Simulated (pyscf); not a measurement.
# Routes from H₂N–GaH–NH₂

Candidate steps break at most two bonds and form at most two. Each was searched with GFN2-xTB (tblite) first. Single points on ωB97X-D3(BJ)/def2-SVP structures (PySCF, gas phase). Energies: ωB97M-D3(BJ)/def2-TZVP, kcal/mol, from the reactant's lowest minimum found, singlet surface; ΔG‡ with ideal gas, 1 atm, RRHO with modes under 100 cm⁻¹ raised to 100, one conformer, R ln 2 for chiral ones without a mode under 150 cm⁻¹.

```json
[
 {"products": "NH₃ + HN=GaH", "type": "elimination", "ΔE‡": "52.1", "ΔE": "+66.0", "ΔG‡ 298 K": "–", "ΔG‡ 900 K": "–", "ν‡ (cm⁻¹)": "1373i"},
 {"products": "HN=Ga–NH₂ + H₂", "type": "elimination", "ΔE‡": "82.0", "ΔE": "+66.5", "ΔG‡ 298 K": "78.1", "ΔG‡ 900 K": "78.9", "ν‡ (cm⁻¹)": "1300i"},
 {"products": "H₂N–NH–GaH₂", "type": "concerted two-bond exchange", "ΔE‡": "130.7", "ΔE": "+50.5", "ΔG‡ 298 K": "125.6", "ΔG‡ 900 K": "125.8", "ν‡ (cm⁻¹)": "723i"}
]
```

A dash marks a saddle under its separated products, where this table gives no free-energy barrier. Row 1: On the product side the descent ends in an adduct with a Ga–N contact, 24.4 kcal/mol under the separated species and 8.7 kcal/mol under the saddle at ωB97X-D3(BJ)/def2-TZVP. Row 3: On the product side the descent ends in a point that may be a rotor saddle (no frequency run), 4.3 kcal/mol over the lowest minimum found and 78.1 kcal/mol under the saddle at ωB97X-D3(BJ)/def2-TZVP. 

Plain bond fissions and candidates not yet searched are not listed, and one of them may be faster. Each barrier is that of the saddle found; lower ones may exist. One closed-shell reference is unstable to symmetry breaking; treat the single-reference values with care. Elements up to Kr have no core potential and no relativistic terms here.
